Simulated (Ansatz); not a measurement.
Two shapes of singlet H₂ClO(-).

Shape 1:

```xyz
4

O    -0.0489   -0.3515   -1.9079
H    -0.0296   -0.4641   -0.9441
Cl    0.0245    0.1938    1.0729
H     0.0317    0.5844   -1.9551
```

Shape 2:

```xyz
4

O     0.0000   -0.3157   -1.7609
H     0.0000   -0.3973   -0.8464
Cl    0.0000    0.1384    0.9835
H     0.0000    0.5704   -1.7849
```

Basis set: 6-31G* (spherical functions). Frozen core: 6 orbitals. Charge -1, multiplicity 1.

Computed with Ansatz (development build ahead of 0.2.0); each method stands on the lowest determinant of its kind that the runs found.

(1) Which shape is lower in energy, and by how much in each method?

## Answers

(1)

| method | E(2) − E(1) (eV) |
| --- | --- |
| RHF | 0.428 |
| RHF-MP2 | 0.503 |

Shape 1 is lower. Caution: no diffuse functions for an anion.
